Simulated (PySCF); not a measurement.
**Basis-set dependence of population analyses: `C=C(C)C(=C)F`**

Species: C₅H₇F.
SMILES with atom numbers: `[CH2:1]=[C:2]([CH3:3])[C:4](=[CH2:5])[F:6]` (hydrogens: H7, H8 on C1; H9, H10, H11 on C3; H12, H13 on C5)

Structure used (PBE0-D3(BJ)/def2-SVP), in Å, numbered top down from 1:
```
atom  x, y, z in Å
C1    -1.1889    1.1618    0.2565
C2    -0.4078    0.0953    0.0238
C3    -0.9473   -1.3016   -0.0491
C4     1.0361    0.2753   -0.1671
C5     1.9459   -0.6786   -0.3863
F6     1.4425    1.5490   -0.1045
H7    -0.7745    2.1697    0.3078
H8    -2.2653    1.0438    0.4016
H9    -0.7237   -1.7658   -1.0228
H10   -0.5004   -1.9432    0.7272
H11   -2.0364   -1.3052    0.0897
H12    1.6545   -1.7256   -0.4432
H13    2.9968   -0.4144   -0.5104
```

PBE0 throughout (PySCF), one geometry, spherical d and f functions. One conformer (not necessarily the lowest) at the PBE0-D3(BJ)/def2-SVP geometry, without solvent, vibrations or thermal averaging. The first 7 of 11 kinds of atom are listed.

Mulliken charges (e):

```
        basis  functions      C1      C2      C3      C4      C5      F6      H7
       STO-3G         37  -0.168  -0.011  -0.238  +0.096  -0.210  -0.075  +0.088
        6-31G         68  -0.386  +0.088  -0.557  +0.346  -0.419  -0.327  +0.188
     pcSseg-0         68  -0.333  -0.271  -0.613  +0.328  -0.415  -0.359  +0.238
       6-31G*         98  -0.436  +0.105  -0.607  +0.455  -0.512  -0.322  +0.192
      cc-pVDZ        119  +0.029  -0.286  -0.014  +0.142  -0.067  -0.171  +0.045
     def2-SVP        119  -0.052  -0.225  +0.002  +0.244  -0.147  -0.210  +0.059
  aug-cc-pVDZ        201  +0.795  +0.461  +0.092  +0.776  +0.727  -0.607  -0.577
6-311+G(2d,p)        204  -0.402  +0.731  -0.985  +0.259  -0.295  -0.327  +0.140
    def2-TZVP        228  -0.268  -0.020  -0.399  +0.253  -0.350  -0.195  +0.146
      cc-pVTZ        278  -0.285  -0.004  -0.290  +0.284  -0.352  -0.162  +0.125
     IGLO-III        280  -0.268  +0.104  -0.445  +0.328  -0.319  -0.248  +0.128
     pcSseg-2        314  -0.083  -0.128  -0.036  +0.310  -0.169  -0.271  +0.066
```

IAO charges (e):

| basis | functions | C1 | C2 | C3 | C4 | C5 | F6 | H7 |
| --- | --- | --- | --- | --- | --- | --- | --- | --- |
| STO-3G | 37 | -0.254 | -0.040 | -0.396 | +0.130 | -0.323 | -0.090 | +0.139 |
| 6-31G | 68 | -0.311 | -0.003 | -0.440 | +0.264 | -0.378 | -0.258 | +0.167 |
| pcSseg-0 | 68 | -0.288 | -0.021 | -0.428 | +0.259 | -0.372 | -0.246 | +0.162 |
| 6-31G* | 98 | -0.300 | -0.007 | -0.419 | +0.293 | -0.377 | -0.265 | +0.159 |
| cc-pVDZ | 119 | -0.307 | -0.004 | -0.419 | +0.295 | -0.383 | -0.265 | +0.161 |
| def2-SVP | 119 | -0.296 | -0.007 | -0.409 | +0.292 | -0.373 | -0.265 | +0.157 |
| aug-cc-pVDZ | 201 | -0.319 | -0.002 | -0.428 | +0.299 | -0.389 | -0.277 | +0.166 |
| 6-311+G(2d,p) | 204 | -0.318 | -0.003 | -0.430 | +0.299 | -0.388 | -0.278 | +0.166 |
| def2-TZVP | 228 | -0.317 | -0.003 | -0.429 | +0.302 | -0.390 | -0.277 | +0.165 |
| cc-pVTZ | 278 | -0.317 | -0.003 | -0.431 | +0.302 | -0.391 | -0.275 | +0.165 |
| IGLO-III | 280 | -0.319 | -0.003 | -0.431 | +0.301 | -0.390 | -0.278 | +0.166 |
| pcSseg-2 | 314 | -0.317 | -0.003 | -0.430 | +0.302 | -0.390 | -0.278 | +0.166 |

Question: Which scheme is steadiest as the basis changes?

Answer: Largest range over the bases for any column: IAO 0.19 e, Mulliken 1.24 e. IAO charges move least and Mulliken charges most, counted in e. Without the minimal STO-3G basis the ranges are IAO 0.04, Mulliken 1.24 e.

Question: How much do the charges still move between the two largest bases, IGLO-III and pcSseg-2?

Answer: At most, over all atoms: Mulliken 0.408 e, IAO 0.002 e.

Question: What do the same runs give for the total energy, the frontier levels and the dipole moment?

Answer: 
```tsv
basis	energy (Eh)	HOMO (eV)	LUMO (eV)	μ (D)
STO-3G	-290.4271	-4.37	2.15	0.82
6-31G	-294.1419	-6.68	-0.62	1.80
pcSseg-0	-293.5526	-6.96	-0.89	1.81
6-31G*	-294.2037	-6.58	-0.55	1.45
cc-pVDZ	-294.2284	-6.74	-0.75	1.51
def2-SVP	-293.9959	-6.82	-0.84	1.58
aug-cc-pVDZ	-294.2471	-6.90	-1.09	1.64
6-311+G(2d,p)	-294.2999	-6.91	-1.09	1.67
def2-TZVP	-294.3256	-6.89	-1.00	1.59
cc-pVTZ	-294.3161	-6.86	-0.94	1.56
IGLO-III	-294.3323	-6.90	-1.07	1.63
pcSseg-2	-294.3258	-6.92	-1.07	1.66
```

The dipole is fixed by the density alone, so its range of 0.99 D shows that the density itself changes with the basis, not only its division among atoms.
